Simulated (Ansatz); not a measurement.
in.yaml

```yaml
crystal:
  periodic: [false, false, false]
  atoms:
    - {symbol: Si, position_ang: [0.000000, 0.000000, 0.000000]}
    - {symbol: N, position_ang: [0.000000, 0.000000, 2.853000]}
basis:
  gaussian: {orbitals: cc-pVDZ, fitting: {mean_field: def2-universal-jkfit}, point_charges: [{charge: 1.00, position_ang: [4.430, 0.555, 0.363]}]}
total_charge: 1
magnetization: {spin_polarized: false}
correlation: {method: mp2, frozen_orbitals: {Si: 0}}
accuracy: high
```

```sh
$ ansatz run in.yaml --threads 1 --pin off --events-out ev --progress --plain --max-ram 2393MiB
```

Q: One thing in this input was set wrong on purpose, beside settings that are merely unusual. What is the gravest fault, and what does the program do?

A: Wrong frozen-orbital counts. How the run ends: refused.
```
Error: "frozen_orbitals" has no count for N
```
